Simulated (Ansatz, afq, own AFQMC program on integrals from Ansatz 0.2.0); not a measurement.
# Where AFQMC and coupled cluster stand for CH₂Ge, triplet

```yaml
atoms:
  - { symbol: Ge, position_ang: [0.0000, -0.0854, 0.6309] }
  - { symbol: C, position_ang: [0.0000, 0.4135, -3.5283] }
  - { symbol: H, position_ang: [0.0000, 1.4678, 0.9810] }
  - { symbol: H, position_ang: [0.0000, -0.2377, -4.4035] }
```

Connectivity, by distances: GeH ··· CH.

Basis cc-pVDZ. Noble-gas cores (and the filled d shells of Ga–Kr and In–Xe) are frozen. Integrals, coupled cluster, full CI and functionals: Ansatz 0.2.0; the random walks run on the same integrals in our own AFQMC program. ph-AFQMC/CISD is guided by a CISD state made of CCSD amplitudes; releasing the constraint for a short imaginary time cuts its bias at the price of noise, slowly where states lie close. ± is one standard error of the sampling. No spin–orbit coupling.

Determinant: UHF, the one that the program's search chose, which needn't be the lowest solution. The geometry is a point of a scan.

No full CI on the walks' own integrals is used here; CCSDT(Q) serves as the reference and is uncertain by about the last step of the cluster series.

Cautions: no relativity below Rb; no spin-orbit coupling; inner d shell frozen; lower spins were not checked; an unrestricted solution with more broken spin lies lower (186 meV, ⟨S²⟩ 3.00).

* T1 diagnostic: 0.0120
* weight of the determinant in the CISD state: 0.878
* ⟨S²⟩ of the determinant: 2.018
* size of the correlated space: 10 electrons in 36 orbitals

Reference: CCSDT(Q), correlation energy -5.206 eV. The released energy is read at 2.40 1/Eh (meV from the phaseless value at times in 1/Eh: -1 ± 11 at 0.24, -5 ± 9 at 0.51, -8 ± 15 at 0.99, 0 ± 14 at 1.62, 1 ± 17 at 2.40).

```
         level  E − E(reference) (kJ/mol)  share of correlation (%)
            HF                      502.3                      0.00
           MP2                      134.8                     73.17
          CCSD                       11.4                     97.73
       CCSD(T)                        2.9                     99.42
         CCSDT                        0.3                     99.93
 ph-AFQMC/CISD                  1.6 ± 1.1                     99.68
released AFQMC                  1.7 ± 1.6                     99.66
```

A walk keeps the symmetry of its determinant, which the program's search chose and which needn't be the lowest solution, so a lower state of the same spin and another symmetry isn't excluded. Released energies are given only where the last usable release times agree within the noise; a slower fall can still hide under it.
